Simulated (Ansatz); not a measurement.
Geometry optimisation, RKS BLYP/def2-SVP in Ansatz.

input.yaml

```yaml
crystal:
  periodic: [false, false, false]
  atoms:
    - { symbol: B, position_ang: [0.258129, -0.052815, 0.277217] }
    - { symbol: H, position_ang: [-0.014151, -0.664178, 1.266459] }
    - { symbol: "N", position_ang: [1.682282, 0.056811, -0.065794] }
    - { symbol: H, position_ang: [2.390759, -0.408224, 0.500332] }
    - { symbol: H, position_ang: [2.035743, 0.548989, -0.888122] }
    - { symbol: F, position_ang: [-0.674061, 0.519416, -0.499692] }
basis:
  gaussian: { orbitals: def2-SVP }
hamiltonian:
  xc: blyp
relax:
  f_tol: 0.03
  max_steps: 50
```

Command:

```bash
$ ansatz run input.yaml --threads 1 --pin off --max-ram 2048MiB --backend cpu --events-out ev --progress --plain --runs-dir out
```

Task: Where does it end, and by what steps?

Result: It converged. After 5 steps the energy has fallen by 0.092 eV; F6 moved furthest, 0.05 Å.

```tsv
step	energy less start (eV)	largest force component (eV/Å)	accepted
0	0.0000	2.477	yes
1	-0.0754	1.186	yes
2	-0.0906	0.155	yes
3	-0.0914	0.100	yes
4	-0.0902	0.164	no
5	-0.0923	0.017	yes
```

```xyz
6
Properties=species:S:1:pos:R:3
B 0.305 -0.062 0.282
H -0.054 -0.669 1.270
N 1.661 0.041 -0.063
H 2.404 -0.385 0.491
H 1.988 0.548 -0.887
F -0.625 0.527 -0.502
```

The run took 7.8 s on 1 thread of Arm Neoverse V2 (shared host), peak memory 0.12 GiB.
